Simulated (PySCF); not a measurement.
**Magnetisability: `c1cc[cH-]c1`, [C5H5]-, charge -1**

Cartesian coordinates in Å; atom numbers follow the order of the lines, from 1:
```xyz
10

C     0.405   -1.122    0.087
C    -0.950   -0.747   -0.055
C    -1.006    0.663   -0.135
C     0.314    1.158   -0.043
C     1.186    0.055    0.094
H     0.783   -2.147    0.176
H    -1.806   -1.429   -0.096
H    -1.914    1.266   -0.249
H     0.609    2.213   -0.073
H     2.276    0.104    0.190
```

Total charge -1.

Theory: GIAO B3LYP/3-21G magnetisability, rotational g tensor and spin-rotation constants, non-relativistic, gas phase (PySCF). Geometry: PBE0-D3(BJ)/def2-SVP.

For an ion the centre-of-mass motion in the field is neglected. The highest occupied orbital is unbound at this level, so the values depend on the basis.

Task: How diamagnetic is it, and how anisotropic?

Result: Isotropic -967 × 10⁻³⁰ J/T², or -58.2 × 10⁻⁶ cm³/mol; principal values -1483, -709, -709 × 10⁻³⁰ J/T², anisotropy 775 × 10⁻³⁰ J/T² (root of half the summed squared differences of the principal values). The susceptibility is in cgs units.

Task: Split it along the inertial axes a, b, c into diamagnetic and paramagnetic parts about the centre of mass, with the quadrupole moment.

Result: 
| axis | χ (10⁻⁶ cm³/mol) | diamagnetic (10⁻⁶ cm³/mol) | paramagnetic (10⁻⁶ cm³/mol) | summed x² of all electrons (Å²) | quadrupole Θ (D Å) |
| --- | --- | --- | --- | --- | --- |
| a | -42.7 | -212.6 | 170.0 | 42.4 | +0.62 |
| b | -42.7 | -212.6 | 170.0 | 42.4 | +0.62 |
| c | -89.3 | -359.4 | 270.1 | 7.8 | -1.25 |

Anisotropies 2χaa − χbb − χcc = +46.6 and 2χbb − χaa − χcc = +46.6 × 10⁻⁶ cm³/mol. Θ is traceless in Buckingham's convention.

Task: And the rotational g tensor?

Result: 
```tsv
axis	rotational constant (GHz)	g	nuclear part	electronic part
a	8.9253	-0.0925	0.6201	-0.7127
b	8.9249	-0.0925	0.6201	-0.7126
c	4.4626	+0.0538	0.6201	-0.5663
```
Oblate top; isotopes 12C, 1H; no vibrational averaging.
